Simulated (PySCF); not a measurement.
# SiH4O (silanol): levels of theory compared

Wanted: a comparison of 6 runs (M06-2X/STO-3G, r2SCAN/STO-3G, UMP2/STO-3G, BCCD(T)/STO-3G, CCSDT(Q)/STO-3G, FCI/STO-3G) of SiH4O (silanol). The job is set up through a Python script.

The calculation is run with PySCF 2.14.0.

2 further runs of the same task are left out: 2 set aside as unsound or not needed.

**1. The system as given**

The species is SiH4O (6 atoms), meant as a singlet with charge 0. As SMILES, `O[SiH3]`. One bond was lengthened or shortened from a relaxed shape.

Bond lengths: O1–Si2 1.977 Å, O1–H3 0.957 Å, Si2–H4 1.489 Å, Si2–H5 1.481 Å, Si2–H6 1.489 Å. Angles: O1–Si2–H4 111.7°, O1–Si2–H5 105.9°, O1–Si2–H6 111.7°, Si2–O1–H3 117.9°, H4–Si2–H5 109.9°, H4–Si2–H6 107.9°, H5–Si2–H6 109.9°.

**2. A single-point energy at M06-2X/STO-3G (run 1)**

Input file input.py:

```python
from pyscf import gto, dft

system = gto.M(
    atom='''
O      0.771161    -1.305620     0.540183
Si    -0.035700     0.346500    -0.187000
H      0.203561    -1.904520     1.025883
H     -1.128300     0.045700    -1.152800
H      1.060500     1.064900    -0.875600
H     -0.602300     1.202400     0.891700
''',
    basis='sto-3g',
    spin=0,
    verbose=3,
    max_memory=1860,
    charge=0,
)

mf = dft.RKS(system, xc='m06-2x')
mf.conv_tol = 1e-10
mf.grids.level = 5
mf.kernel()
if not mf.converged:
    mf = mf.newton().run(mf.mo_coeff, mf.mo_occ)

e_final = mf.e_tot
print('E = %.10f Eh' % e_final)
```

Command:

```console
OMP_NUM_THREADS=1 python input.py
```

The log of the run:

```text
converged SCF energy = -362.655766758513
E = -362.6557667585 Eh
```

Wall time 3.9 s (1 thread of Intel Xeon Platinum 8488C (Sapphire Rapids), shared host); peak memory 0.2 GiB.

**3. A single-point energy at r2SCAN/STO-3G (run 2)**

Input file mol.xyz:

```xyz
6

O      0.771161    -1.305620     0.540183
Si    -0.035700     0.346500    -0.187000
H      0.203561    -1.904520     1.025883
H     -1.128300     0.045700    -1.152800
H      1.060500     1.064900    -0.875600
H     -0.602300     1.202400     0.891700
```

Input file run.py:

```python
from pyscf import gto, dft

molecule = gto.Mole()
molecule.atom = 'mol.xyz'
molecule.verbose = 3
molecule.spin = 0
molecule.basis = 'sto-3g'
molecule.max_memory = 1860
molecule.charge = 0
molecule.build()

mf = dft.RKS(molecule)
mf.xc = 'r2scan'
mf.grids.level = 5
mf.conv_tol = 1e-10
mf.kernel()
if not mf.converged:
    mf = mf.newton().run(mf.mo_coeff, mf.mo_occ)

e_tot = mf.e_tot
print('E = %.10f Eh' % e_tot)
```

Command:

```console
OMP_NUM_THREADS=1 python run.py
```

The log of the run:

```text
converged SCF energy = -362.606347557878
E = -362.6063475579 Eh
```

It took 3.9 s on 1 thread of Intel Xeon Platinum 8488C (Sapphire Rapids), shared host; peak memory 0.2 GiB.

Runs 3 to 5 aren't shown in full; the table further down has their settings and results.

**4. The energy at FCI/STO-3G (run 6)**

Input file input.py:

```python
from pyscf import gto, mcscf
from pyscf import fci

molecule = gto.M(
    atom='''
O      1.457283    -2.467264     1.020798
Si    -0.067463     0.654790    -0.353379
H      0.384675    -3.599021     1.938638
H     -2.132178     0.086360    -2.178476
H      2.004055     2.012369    -1.654644
H     -1.138182     2.272207     1.685069
''',
    spin=0,
    basis='sto-3g',
    max_memory=1860,
    charge=0,
    unit='bohr',
    verbose=3,
)

mf = molecule.RHF()
mf.conv_tol = 1e-10
mf.kernel()
if not mf.converged:
    mf = mf.newton().run(mf.mo_coeff, mf.mo_occ)

cas = mcscf.CASCI(mf, mf.mo_coeff.shape[-1] - 6, (molecule.nelec[0] - 6, molecule.nelec[1] - 6))  # full CI above the frozen core
cas.fcisolver = fci.direct_spin0.FCI(molecule)  # even spin states alone
cas.kernel()
print('<S^2> = %.4f' % cas.fcisolver.spin_square(cas.ci, cas.ncas, cas.nelecas)[0])
etot = cas.e_tot
print('E = %.10f Eh' % etot)
```

Command:

```console
OMP_NUM_THREADS=1 python input.py
```

The log of the run:

```text
converged SCF energy = -361.716384205939
CASCI E = -361.836521407049  E(CI) = -40.7045005396559  S^2 = 0.0000000
<S^2> = 0.0000
E = -361.8365214070 Eh
```

It took 4.2 s on 1 thread of Intel Xeon Platinum 8488C (Sapphire Rapids), shared host; peak memory 0.25 GiB.

**5. All runs side by side**

```tsv
run	level	integration grid	frozen core orbitals	energy (Eh)	dipole moment (D) of the reference	HOMO energy (eV)	LUMO energy (eV)	wall time
1	M06-2X/STO-3G	5	–	-362.655767	1.31	-5.56	5.77	3.9 s
2	r2SCAN/STO-3G	5	–	-362.606348	1.23	-1.81	3.60	3.9 s
3	UMP2/STO-3G	–	6	-361.800068	1.50	-8.93	9.51	0.7 s
4	BCCD(T)/STO-3G	–	6	-361.835855	–	–	–	0.97 s
5	CCSDT(Q)/STO-3G	–	6	-361.836506	1.50	-8.93	9.51	1.4 s
6	FCI/STO-3G	–	6	-361.836521	1.50	-8.93	9.51	4.2 s
```

**6. Outcome**

```
                                          quantity          value
                               run 6: total energy  -361.83652 Eh
       run 6: dipole moment (Hartree–Fock density)         1.50 D
        run 6: HOMO energy (Hartree–Fock orbitals)       -8.93 eV
        run 6: LUMO energy (Hartree–Fock orbitals)        9.51 eV
      run 6: HOMO–LUMO gap (Hartree–Fock orbitals)       18.44 eV
run 6: correlation energy (6 core orbitals frozen)     -120.1 mEh
```

What this shows: Against full CI in this basis: UMP2 +36.5 mEh; BCCD(T) +0.7 mEh; CCSDT(Q) +0.0 mEh. Totals of different functionals can't be ranked against each other. In runs 1, 2, 3, 4, 5, 6 the basis is minimal, so the values are rough. All runs together took 15 s, the longest 4.2 s.
